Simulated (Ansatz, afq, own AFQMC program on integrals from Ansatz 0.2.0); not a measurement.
## Where AFQMC and coupled cluster stand for BH2O, doublet

```yaml
atoms:
  - { symbol: B, position_ang: [0.0000, 0.0000, 0.6689] }
  - { symbol: O, position_ang: [0.0000, 0.0000, -0.6123] }
  - { symbol: H, position_ang: [0.0000, 1.0503, 1.2721] }
  - { symbol: H, position_ang: [0.0000, -1.0503, 1.2721] }
```

Connectivity, by distances: BH2–O.

Basis cc-pVDZ. Only valence electrons are correlated. AFQMC by an in-house program on the Cholesky factors that Ansatz 0.2.0 writes for its CCSD(T) run. The CISD trial takes its coefficients from CCSD amplitudes. Released means that phaseless walkers are propagated on without the constraint, phases kept. Free projection: walkers drawn from exp(T), propagated without any constraint. Its projection time is finite, and what remains of the start isn't in its error. ± is one standard error of the sampling.

Determinant: ROHF, the one that the program's search chose, which needn't be the lowest solution. The geometry is a point of a scan.

No full CI on the walks' own integrals is used here; CCSDT(Q) serves as the reference and is uncertain by about the last step of the cluster series.

Cautions: higher spins were not checked; raised T1 diagnostic (T1 0.047, weight of the determinant 0.86, largest double 0.06); the released energies have errors that jump between times, so the bars are unsure, so no released level is given (meV from the phaseless value at times in 1/Eh: -143 ± 176 at 0.24, 25 ± 17 at 0.51, 24 ± 18 at 0.99, 8 ± 22 at 1.62, 32 ± 28 at 2.40), though the last usable value meets CCSDT(Q) within the noise.

```
T1 diagnostic                               : 0.0474
weight of the determinant in the CISD state : 0.862
size of the correlated space                : 11 electrons in 36 orbitals
```

| level | correlation energy (eV) |
| --- | --- |
| MP2 | -6.4386 |
| CCSD | -7.3621 |
| CCSD(T) | -7.5470 |

Estimate where phaseless AFQMC with the Hartree–Fock trial lies against CCSD(T) on the same integrals.

151.8 ± 68.5 meV below CCSD(T).

Reference: CCSDT(Q), correlation energy -7.594 eV.

```tsv
level	E − E(reference) (meV)	share of correlation (%)
CCSD(T)	47.3	99.38
CCSDT	16.5	99.78
ph-AFQMC/HF	-104.5 ± 68.5	101.38
ph-AFQMC/CISD	-26.2 ± 16.6	100.34
free AFQMC	-0.3 ± 19.3	100.00
```

Free projections are given only where their last times agree within the noise and don't stop above the reference; a slow remainder of the start can still hide under it. A walk keeps the symmetry of its determinant, which the program's search chose and which needn't be the lowest solution, so a lower state of the same spin and another symmetry isn't excluded.
